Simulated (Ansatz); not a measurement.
We consider corundum (α-Al2O3), described by G0W0@PBE in Ansatz (plane waves, hard PAW, contour deformation).

The same calculation (at the measured cell, 8.493 Å³/atom) with different numerical settings; throughout: k mesh 2×2×2:

```
run  response cutoff (eV)  empty bands  quasiparticle gap on the mesh (eV)  quasiparticle gap at Γ (eV)
---  --------------------  -----------  ----------------------------------  ---------------------------
1                     100          354                               8.720                        8.720
2                     150          651                               8.913                        8.913
3                     200         1002                               9.014                        9.014
4                     250         1400                               9.072                        9.072
5                     300         1841                               9.102                        9.102
```

In the column quasiparticle gap on the mesh (eV) the first row differs from the last by -0.382 and the next to last by -0.030.

The last row is no converged limit: other settings stay fixed.

Ansatz is an electronic-structure program.
